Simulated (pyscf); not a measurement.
A first-order saddle from PySCF, ωB97X-D3(BJ)/def2-SVP:

```xyz
9

N     -2.1061    -0.8966    -0.1215
In    -0.8487     0.6693    -0.2613
H     -1.8694    -1.7468    -0.6240
H     -3.1100    -0.7489    -0.1418
H      0.9696     0.0393     0.5697
H     -1.0669     2.3313     0.0526
O      0.7348     0.1629    -1.6484
H      1.1366     0.0438    -0.4002
H      1.1657     0.8702    -2.1468
```
Charge 0, spin multiplicity 1.

Surface: singlet, charge 0. Lowest wavenumbers (cm⁻¹): 1230i, 123, 209, 270, 301.

**Question.** Which two sides does it connect, and which bonds change?

**Answer.** `[NH2][InH2]` + `[OH2]` ⇌ `[NH2][InH][OH]` + `[H][H]`, a four-centre exchange read from left to right: H–In, H–O broken and In–O, H–H formed. At ωB97M-D3(BJ)/def2-TZVP it lies +0.76 eV from the left side and +0.84 eV from the right (each side as separated species at their lowest minima found). On the reactant side the descent ends in an adduct with a In–O contact, 0.47 eV under the separated species and 1.14 eV under the saddle at ωB97X-D3(BJ)/def2-TZVP. What is counted as formed (In–O) is already present as a longer contact in the reactant adduct; forming that adduct is a step of its own. At the saddle there is also a short H–In contact that neither side keeps. At ωB97X-D3(BJ)/def2-TZVP the barrier from the zero used here is 0.67 eV. The same reactants have a lower exit, to NH₃ + HO–InH₂ (highest point, the separated products, at -0.23 eV at ωB97M-D3(BJ)/def2-TZVP, against +0.76 eV here). One saddle was located; it need not be the lowest between these sides. Elements past Kr carry the def2 core potentials, without spin-orbit coupling.
